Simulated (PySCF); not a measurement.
# Nuclear quadrupole coupling in `C[CH2][AlH2]`

C₂H₇Al.
Z-matrix (Å and degrees, PBE0-D3(BJ)/def2-SVP geometry), rows numbered from 1:
```
C 
C   1  1.5279
Al  2  1.9645  1  117.61
H   1  1.1028  2  112.43  3  -179.60
H   1  1.1020  2  111.81  3    60.08
H   1  1.1019  2  111.84  3   -59.21
H   2  1.1076  1  110.60  3  -123.16
H   2  1.1079  1  110.53  3   122.81
H   3  1.5958  2  121.36  1     1.57
H   3  1.5951  2  119.42  1  -178.55
```

Field gradients from the PBE0/pcSseg-1 density (PySCF, non-relativistic), principal values in atomic units, ordered |Vxx| ≤ |Vyy| ≤ |Vzz|:

| atom | Vxx | Vyy | Vzz |
| --- | --- | --- | --- |
| Al3 | -0.6990 | -0.8261 | 1.5251 |

Question: Find the asymmetry η = (Vxx − Vyy)/Vzz and the couplings χ = eQV/h (234.96 MHz × Q in barn × V in au), with Q(27Al) = 0.1466 b.

Answer: 
| atom | environment | nucleus | η | χzz (MHz) | χxx (MHz) | χyy (MHz) |
| --- | --- | --- | --- | --- | --- | --- |
| Al3 | aluminium bonded to C and 2 H | 27Al | 0.08 | 52.53 | -24.08 | -28.45 |

Question: What is Vzz at Al3 in SI units (1 au = 9.71736 × 10²¹ V/m²)?

Answer: 1.5251 au = 14.820 × 10²¹ V/m².

Were the hydrogens deuterons (Q(2H) = 0.00286 b), χzz would run from 71 kHz (H9 and H10) to 195 kHz (H5, H6 and H4).

Isolated species at its PBE0-D3(BJ)/def2-SVP geometry (one conformer only). These gradients aren't converged with respect to the basis.
